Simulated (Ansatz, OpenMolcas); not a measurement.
## C2H2O (ethynol): a line through the functionals

C2H2O: 5 atoms, total charge 0, spin state singlet. As SMILES, `C#CO`. The shape is that of a PBE0-D4/def2-TZVP optimisation.

The HOMO–LUMO gap y, in eV, basis cc-pVTZ; a is the functional's share of exact exchange. Programs: Ansatz 0.2.0, OpenMolcas 26.06.

| functional | program | a | y (eV) |
| --- | --- | --- | --- |
| revPBE | Ansatz | 0 | 5.45 |
| TPSS | OpenMolcas | 0 | 5.78 |
| B3LYP | Ansatz | 0.2 | 7.10 |
| PBE0 | Ansatz | 0.25 | ? |
| BHLYP | Ansatz | 0.5 | 9.62 |

Problem. Fit y = c + s·a to the known rows and predict PBE0.

Solution. 
1. Means of the 4 rows: a = 0.1750, y = 6.987.
2. Σ(Δa)² = 0.1675, Σ(Δa·Δy) = 1.3387, so the slope is 1.3387/0.1675 = 7.9922.
3. Intercept: 6.987 − (7.9922) × 0.1750 = 5.588. The largest residual of the fit is 0.19.
4. PBE0: 5.588 + (7.9922) × 0.25 = 7.59 eV.

The run gave 7.78 eV, so the prediction is off by -0.19 eV, within the largest residual. Exact exchange lowers occupied levels and raises empty ones. The rows mix families of semi-local functionals, which the line can't see.
